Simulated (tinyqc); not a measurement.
Worked calculation: Pariser-Parr-Pople SCF with singles CI, for the molecule Nc1ccc[nH]1 (SMILES; centres numbered as the heavy atoms are written). One step of it, computed by the program tinyqc.

Problem. Singles CI, singlets. Over the 6 single excitations with the smallest orbital gaps: A = (e_a - e_i) delta + 2 (ia|jb) - (ij|ab), with (pq|rs) = sum c_mp c_mq gamma_mn c_nr c_ns. f = 2/3 w |mu|^2 in atomic units, mu = sqrt2 sum c_ia sum_m c_mi c_ma R_m.

orbital energies (eV): -15.266170  -11.862710  -10.419608  -8.435034  1.481853  2.835268

coefficients:
```
         MO1        MO2        MO3        MO4        MO5        MO6
1N  0.270660   0.576115   0.004260   0.717639  -0.249126  -0.133216
2C  0.566442   0.424560   0.001420  -0.303959   0.542782   0.334497
3C  0.322794   0.071609  -0.584716  -0.365581  -0.223710  -0.604224
4C  0.258200  -0.331536  -0.554278   0.187735  -0.291377   0.629322
5C  0.360840  -0.562655   0.008035   0.430684   0.508367  -0.330489
6N  0.552104  -0.237098   0.592282  -0.195499  -0.499940  -0.002925
```

repulsion gamma_rs (eV), lower triangle:
```
           1N         2C         3C         4C         5C         6N
1N  16.800000
2C   8.281656  11.130000
3C   5.333701   7.552804  11.130000
4C   3.823406   5.520570   7.554850  11.130000
5C   3.823406   5.520570   5.519866   7.553862  11.130000
6N   5.458142   8.280262   5.783982   5.785526   8.282957  16.800000
```

Centres (angstrom, eV; a flat drawing with bonds scaled to 1.40 angstrom):
```
centre          x          y  core charge z          W   gamma_rr
1N       2.159000   0.000000              2  25.600000  16.800000
2C       0.759000   0.000000              1  11.160000  11.130000
3C      -0.064000   1.133000              1  11.160000  11.130000
4C      -1.395000   0.700000              1  11.160000  11.130000
5C      -1.395000  -0.700000              1  11.160000  11.130000
6N      -0.064000  -1.133000              2  25.600000  16.800000
```

Give: singlet CI matrix; singlet excitation energies; oscillator strengths.

Solution.

singlet CI matrix (eV), lower triangle:
```
         4>5      4>6      3>5      3>6      2>5     2>6
4>5   5.1724
4>6  -0.2491   6.2750
3>5  -0.1387   0.7192   6.6744
3>6  -0.6776  -0.0083   0.0247   7.1985
2>5   0.1872  -0.3517  -0.0192   0.5459   7.5096
2>6  -0.2982   0.3604  -0.5962  -0.0710  -0.1855  9.0445
```

singlet excitation energies (eV): 4.8778  5.5765  6.8279  7.3676  7.9738  9.2508

oscillator strengths: 0.3349  0.0059  0.4162  0.6204  0.3617  0.2576
